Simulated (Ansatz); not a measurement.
A nudged elastic band was laid between two geometries of C4H6O2 (12 atoms, charge 0, multiplicity 1).

These are results of RKS B3LYP/6-31G* (Ansatz), not measurements.

| Item | Value |
| --- | --- |
| movable images | 9 |
| climbing image | yes |
| spring | 5.0 eV/Å² |
| optimiser | quadratic models (default) |
| start path | through a guess of the saddle point |
| force threshold | 0.05 eV/Å |
| iteration limit | 60 |
| end points | relaxed |

Initial state:

```xyz
12
Properties=species:S:1:pos:R:3
C -2.626 0.629 1.323
C -1.661 0.067 0.864
O -0.629 -0.592 0.399
C 0.470 0.227 -0.120
C 1.615 -0.743 -0.343
O 0.084 0.922 -1.258
H -3.483 1.125 1.710
H 0.699 0.988 0.630
H 1.320 -1.513 -1.065
H 2.481 -0.202 -0.733
H 1.892 -1.239 0.591
H -0.084 0.274 -1.964
```

Final state:

```xyz
12
Properties=species:S:1:pos:R:3
C -2.580 0.644 1.062
C -1.574 0.002 0.867
O -0.478 -0.665 0.631
C 0.521 0.113 -0.138
C 1.692 -0.813 -0.361
O 0.006 0.515 -1.358
H -3.483 1.165 1.274
H 0.770 0.970 0.503
H 1.373 -1.659 -0.976
H 2.489 -0.275 -0.880
H 2.069 -1.183 0.596
H -0.728 1.130 -1.186
```

(1) What changes between the two ends?

(2) What energy profile does the band end with?

(3) What is the geometry of the highest image?

(4) What are the harmonic wavenumbers there?

Answers

(1) No bond is made or broken. The dihedral O3–C4–O6–H12 goes from -66 to 65°.

(2) It converged. The highest image is number 5 of 0 to 10, 13.7 kJ/mol above the first end and 17.6 kJ/mol above the last; the last end lies 3.9 kJ/mol below the first. A vibrational analysis at the climbing image gives one clearly imaginary mode, 460i cm⁻¹: a first-order saddle point.

```json
{"image": "0", "path coordinate (Å)": "0.00", "energy (kJ/mol)": "0.0", "dihedral O3–C4–O6–H12 (°)": "-66"}
{"image": "1", "path coordinate (Å)": "0.20", "energy (kJ/mol)": "0.3", "dihedral O3–C4–O6–H12 (°)": "-62"}
{"image": "2", "path coordinate (Å)": "0.40", "energy (kJ/mol)": "2.4", "dihedral O3–C4–O6–H12 (°)": "-50"}
{"image": "3", "path coordinate (Å)": "0.60", "energy (kJ/mol)": "6.5", "dihedral O3–C4–O6–H12 (°)": "-35"}
{"image": "4", "path coordinate (Å)": "0.79", "energy (kJ/mol)": "11.4", "dihedral O3–C4–O6–H12 (°)": "-18"}
{"image": "5", "path coordinate (Å)": "0.99", "energy (kJ/mol)": "13.7", "dihedral O3–C4–O6–H12 (°)": "1"}
{"image": "6", "path coordinate (Å)": "1.23", "energy (kJ/mol)": "10.1", "dihedral O3–C4–O6–H12 (°)": "23"}
{"image": "7", "path coordinate (Å)": "1.48", "energy (kJ/mol)": "2.6", "dihedral O3–C4–O6–H12 (°)": "44"}
{"image": "8", "path coordinate (Å)": "1.72", "energy (kJ/mol)": "-2.4", "dihedral O3–C4–O6–H12 (°)": "61"}
{"image": "9", "path coordinate (Å)": "1.96", "energy (kJ/mol)": "-3.6", "dihedral O3–C4–O6–H12 (°)": "66"}
{"image": "10", "path coordinate (Å)": "2.20", "energy (kJ/mol)": "-3.9", "dihedral O3–C4–O6–H12 (°)": "65"}
```

(3) 
```xyz
12
Properties=species:S:1:pos:R:3
C -2.596 0.629 1.213
C -1.628 0.051 0.784
O -0.600 -0.622 0.325
C 0.523 0.179 -0.142
C 1.687 -0.771 -0.314
O 0.206 0.818 -1.353
H -3.455 1.135 1.585
H 0.720 0.942 0.622
H 1.415 -1.562 -1.019
H 2.541 -0.220 -0.717
H 1.968 -1.219 0.644
H -0.704 0.586 -1.594
```

(4) 460i, 47, 159, 248, 354, 402, 424, 519, 542, 570, 627, 819, 930, 1041, 1122, 1161, 1176, 1292, 1410, 1415, 1455, 1514, 1516, 2285, 3058, 3071, 3151, 3153, 3515, 3768 cm⁻¹.

Time of the run: 3.8 min on 2 threads of Arm Neoverse V1 (shared host), peak memory 0.22 GiB.
